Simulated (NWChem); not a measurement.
**CH2N2 (cyanamide): levels of theory compared**

Aim: a comparison of 6 runs (HF/STO-3G, HF/pcseg-2, B3LYP/6-31G*, M06-2X/def2-TZVP, r2SCAN/def2-TZVP, MP2/def2-TZVP) of CH2N2 (cyanamide). 

Program for the calculation: NWChem 7.3.0.

### 1 Starting point

CH2N2 has 5 atoms, charge 0, and is taken as a singlet. As SMILES, `N#CN`. Geometry: relaxed at PBE0-D4/def2-TZVP.

Bond lengths: N1–C2 1.154 Å, C2–N3 1.335 Å, N3–H4 1.009 Å, N3–H5 1.009 Å. Angles: N1–C2–N3 177.4°, C2–N3–H4 115.2°, C2–N3–H5 115.2°, H4–N3–H5 113.6°.

### 2 Energy and forces at HF/STO-3G (run 1)

Contents of a.nw:

```
start a
memory 2200 mb

geometry units angstrom noautosym nocenter noautoz
 N     0.447810   -1.270520    1.345510
 C     0.216740   -0.523780    0.496350
 N    -0.007960    0.313840   -0.518670
 H    -0.900000    0.205110   -0.976640
 H     0.243420    1.275350   -0.346570
end

basis spherical bse
 * library STO-3G
end

scf
 thresh 1e-08
 maxiter 80
 print low
end

task scf gradient
```

Run with:

```bash
$ nwchem a.nw > a.out
```

What it wrote:

```text
[...]
  functions       =    17
[...]
  wavefunction    = RHF
[...]
         Total SCF energy =   -145.993821100480
      One-electron energy =   -316.524292847862
      Two-electron energy =    110.933947130485
 Nuclear repulsion energy =     59.596524616897
        Time for solution =      0.6s
[...]
                         RHF ENERGY GRADIENTS
    atom               coordinates                        gradient
                 x          y          z           x          y          z
   1 N       0.846238  -2.400935   2.542645   -0.002850   0.009285  -0.010597
   2 C       0.409579  -0.989801   0.937965   -0.006401   0.025189  -0.031175
   3 N      -0.015042   0.593072  -0.980144   -0.003329  -0.017789   0.036237
   4 H      -1.700753   0.387602  -1.845582    0.014904  -0.000283   0.007514
   5 H       0.459997   2.410062  -0.654922   -0.002324  -0.016401  -0.001979
 Task  times  cpu:        0.8s     wall:        0.8s
 Total times  cpu:        0.8s     wall:        0.8s
```

It took 1.4 s on 1 thread of Intel Xeon Platinum 8259CL at 2.50GHz (Skylake/Cascade Lake), shared host; peak memory 0.099 GiB.

### 3 Energy and forces at HF/pcseg-2 (run 2)

Contents of test.nw:

```
start test
title "CH2N2"
memory 2200 mb
charge 0
geometry units angstroms noautosym nocenter noautoz
N      0.447810    -1.270520     1.345510
C      0.216740    -0.523780     0.496350
N     -0.007960     0.313840    -0.518670
H     -0.900000     0.205110    -0.976640
H      0.243420     1.275350    -0.346570
end
basis spherical bse
* library pcseg-2
end
scf
thresh 1e-08
maxiter 80
noprint "final vectors analysis"
end
task scf gradient
```

Run with:

```bash
$ nwchem test.nw > test.out
```

What it wrote:

```text
[...]
  functions       =   118
[...]
  wavefunction    = RHF
[...]
         Total SCF energy =   -147.964946127054
      One-electron energy =   -318.062353636547
      Two-electron energy =    110.500882892596
 Nuclear repulsion energy =     59.596524616897
        Time for solution =     66.7s
[...]
                         RHF ENERGY GRADIENTS
    atom               coordinates                        gradient
                 x          y          z           x          y          z
   1 N       0.846238  -2.400935   2.542645    0.013394  -0.041964   0.046981
   2 C       0.409579  -0.989801   0.937965   -0.013580   0.042069  -0.046825
   3 N      -0.015042   0.593072  -0.980144    0.008979  -0.012358   0.004682
   4 H      -1.700753   0.387602  -1.845582   -0.012089  -0.001077  -0.006658
   5 H       0.459997   2.410062  -0.654922    0.003297   0.013329   0.001820
[...]
```

It took 83 s on 1 thread of Intel Xeon Platinum 8259CL at 2.50GHz (Skylake/Cascade Lake), shared host; peak memory 0.12 GiB.

### 4 Energy and forces at B3LYP/6-31G(d) (Cartesian functions) (run 3)

Contents of calc.nw:

```
start calc
title "CH2N2 gradient"
memory 2200 mb
geometry units angstrom noautosym nocenter noautoz
  N     0.447810   -1.270520    1.345510
  C     0.216740   -0.523780    0.496350
  N    -0.007960    0.313840   -0.518670
  H    -0.900000    0.205110   -0.976640
  H     0.243420    1.275350   -0.346570
end
basis
  * library 6-31G*
end
dft
  xc b3lyp
  grid xfine
  convergence energy 1e-08
  iterations 100
  mulliken
end
task dft gradient
```

Run with:

```bash
$ nwchem calc.nw > calc.out
```

What it wrote:

```text
[...]
          Wavefunction type:  closed shell.
          No. of atoms     :     5
          No. of electrons :    22
[...]
          Charge           :     0
          Spin multiplicity:     1
[...]
          AO basis - number of functions:    49
[...]
              XC Information
              --------------
                         B3LYP Method XC Potential
                     Hartree-Fock (Exact) Exchange  0.200
                        Slater Exchange Functional  0.800 local
                    Becke 1988 Exchange Functional  0.720 non-local
              Lee-Yang-Parr Correlation Functional  0.810
                  VWN I RPA Correlation Functional  0.190 local
[...]
 d= 0,ls=0.0,diis     1   -148.6727429151 -2.08D+02  3.67D-02  8.55D-01     2.6
[...]
 d= 0,ls=0.0,diis    11   -148.7795396971 -6.78D-11  1.59D-07  9.03D-11    19.8
         Total DFT energy =     -148.779539697090
      One electron energy =     -318.468436469454
           Coulomb energy =      130.035794902622
    Exchange-Corr. energy =      -19.943422747156
 Nuclear repulsion energy =       59.596524616897
[...]
      Total Density - Mulliken Population Analysis
     ---------------------------------------------
    Atom       Charge   Shell Charges
 -----------   ------   -------------------------------------------------------
    1 N    7     7.44   1.99  0.84  2.28  1.07  1.28 -0.02
    2 C    6     5.53   1.99  0.73  2.03  0.20  0.58  0.01
    3 N    7     7.75   1.99  0.77  2.58  0.85  1.54  0.03
    4 H    1     0.63   0.50  0.14
    5 H    1     0.63   0.50  0.14
[...]
  wavefunction    = closed shell
                         DFT ENERGY GRADIENTS
    atom               coordinates                        gradient
                 x          y          z           x          y          z
   1 N       0.846238  -2.400935   2.542645   -0.005753   0.018778  -0.021455
   2 C       0.409579  -0.989801   0.937965    0.003487  -0.010917   0.012214
   3 N      -0.015042   0.593072  -0.980144   -0.001249  -0.002914   0.007199
   4 H      -1.700753   0.387602  -1.845582    0.003839  -0.000527   0.002168
   5 H       0.459997   2.410062  -0.654922   -0.000325  -0.004419  -0.000126
[...]
```

Wall time 23 s (1 thread of Intel Xeon Platinum 8259CL at 2.50GHz (Skylake/Cascade Lake), shared host); peak memory 0.13 GiB.

Runs 4 to 5 aren't shown in full; the table further down has their settings and results.

### 5 Energy and forces at MP2/def2-TZVP (run 6)

Contents of ch2n2.nw:

```
START ch2n2
TITLE "CH2N2"
memory stack 880 mb heap 220 mb global 1100 mb

GEOMETRY noautosym nocenter noautoz
  N     0.447810   -1.270520    1.345510
  C     0.216740   -0.523780    0.496350
  N    -0.007960    0.313840   -0.518670
  H    -0.900000    0.205110   -0.976640
  H     0.243420    1.275350   -0.346570
END

BASIS "ao basis" spherical bse
  * library def2-TZVP
END

SCF
  nopen 0
  rhf
  thresh 1e-08
  maxiter 80
END

MP2
  freeze core 3
  tight
END

TASK mp2 gradient
```

Run with:

```bash
$ nwchem ch2n2.nw > ch2n2.out
```

What it wrote:

```text
[...]
  functions       =   105
[...]
  wavefunction    = RHF
[...]
         Total SCF energy =   -147.971952391128
      One-electron energy =   -318.063842354268
      Two-electron energy =    110.495365346243
 Nuclear repulsion energy =     59.596524616897
        Time for solution =     41.7s
[...]
          Total MP2 energy          -148.514108716612
[...]
                         mp2 ENERGY GRADIENTS
    atom               coordinates                        gradient
                 x          y          z           x          y          z
   1 N       0.846238  -2.400935   2.542645   -0.007599   0.024293  -0.027474
   2 C       0.409579  -0.989801   0.937965    0.006570  -0.018747   0.019918
   3 N      -0.015042   0.593072  -0.980144    0.000016  -0.005219   0.008821
   4 H      -1.700753   0.387602  -1.845582    0.000719   0.000033  -0.000515
   5 H       0.459997   2.410062  -0.654922    0.000293  -0.000360  -0.000750
[...]
```

Wall time 1.7 min (1 thread of Intel Xeon Platinum 8259CL at 2.50GHz (Skylake/Cascade Lake), shared host); peak memory 0.32 GiB.

### 6 Overview of the runs

```tsv
run	level	Cartesian functions	iteration cap	energy (Eh)	largest force (eV/Å)	wall time
1	HF/STO-3G	no	80	-145.993821	2.087	1.4 s
2	HF/pcseg-2	no	80	-147.964946	3.312	83 s
3	B3LYP/6-31G* (Cartesian functions)	yes	100	-148.779540	1.496	23 s
4	M06-2X/def2-TZVP	no	100	-148.786573	0.801	46 s
5	r2SCAN/def2-TZVP	no	100	-148.761280	0.619	56 s
6	MP2/def2-TZVP	no	80	-148.514109	1.926	1.7 min
```

### 7 Outcome

```
                                                      quantity          value
                                           run 6: total energy  -148.51411 Eh
run 6: dipole moment (of the density that the program reports)         4.55 D
                    run 6: HOMO energy (Hartree–Fock orbitals)      -11.33 eV
                    run 6: LUMO energy (Hartree–Fock orbitals)        2.70 eV
                  run 6: HOMO–LUMO gap (Hartree–Fock orbitals)       14.03 eV
            run 6: correlation energy (3 core orbitals frozen)     -542.2 mEh
                               run 6: largest force on an atom     1.926 eV/Å
```

Over runs 2, 3, 4, 5, 6 the dipole moment (its size) runs from 4.53 D (B3LYP/6-31G*) to 4.81 D (HF/pcseg-2). The two ends differ in method and basis. Over runs 3, 4, 5 the HOMO–LUMO gap runs from 7.01 eV (r2SCAN/def2-TZVP) to 10.14 eV (M06-2X/def2-TZVP). Totals of different functionals can't be ranked against each other. In run 1 the basis is minimal, so the values are rough. All runs together took 5.2 min, the longest 1.7 min.
